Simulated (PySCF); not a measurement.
Simulated outer-valence photoelectron spectrum of `FC1CNC1`. Theory: EOM-IP-CCSD/aug-cc-pVDZ in PySCF, restricted Hartree–Fock reference, 5 core orbitals frozen, non-relativistic, gas phase, PBE0-D3(BJ)/def2-SVP geometry.

Each root has a Gaussian of 0.6 eV full width with its one-hole share as area; cross sections and vibrations are left out, and the highest printed point is 100.

(ionisation energy (eV), intensity): (8.2, 1), (8.4, 5), (8.6, 21), (8.8, 44), (9.0, 51), (9.2, 32), (9.4, 11), (9.6, 2), (9.8, 0), (10.0, 0), (10.2, 0), (10.4, 0), (10.6, 1), (10.8, 6), (11.0, 23), (11.2, 47), (11.4, 52), (11.6, 41), (11.8, 43), (12.0, 53), (12.2, 43), (12.4, 19), (12.6, 5), (12.8, 5), (13.0, 18), (13.2, 41), (13.4, 52), (13.6, 36), (13.8, 20), (14.0, 34), (14.2, 75), (14.4, 100), (14.6, 77), (14.8, 40), (15.0, 34), (15.2, 49), (15.4, 51), (15.6, 39), (15.8, 43), (16.0, 52), (16.2, 40), (16.4, 17), (16.6, 4), (16.8, 0)

Where are the maxima, and how many lines lie under the curve?

7 maxima, at 8.9, 11.3, 12.0, 13.4, 14.4, 15.3 and 16.0 eV, from 8 lines. At this width some lines have no maximum of their own.

List the lines with their holes.

```json
{"E (eV)": "8.95", "leading hole (HF orbital)": "HOMO", "area": "0.95", "Koopmans (eV)": "10.24"}
{"E (eV)": "11.32", "leading hole (HF orbital)": "HOMO-1", "area": "0.96", "Koopmans (eV)": "12.47"}
{"E (eV)": "12.04", "leading hole (HF orbital)": "HOMO-2", "area": "0.96", "Koopmans (eV)": "13.38"}
{"E (eV)": "13.37", "leading hole (HF orbital)": "HOMO-3", "area": "0.95", "Koopmans (eV)": "14.63"}
{"E (eV)": "14.33", "leading hole (HF orbital)": "HOMO-4", "area": "0.96", "Koopmans (eV)": "15.41"}
{"E (eV)": "14.48", "leading hole (HF orbital)": "HOMO-5", "area": "0.95", "Koopmans (eV)": "15.94"}
{"E (eV)": "15.30", "leading hole (HF orbital)": "HOMO-6", "area": "0.95", "Koopmans (eV)": "17.46"}
{"E (eV)": "16.02", "leading hole (HF orbital)": "HOMO-7", "area": "0.94", "Koopmans (eV)": "18.43"}
```

The widest gap, 2.37 eV, lies between 8.95 and 11.32 eV. Only orbitals with −ε under 21 eV, eight at most, were ionised, so the high end of the curve may lack lines.

One conformer stands for the species.
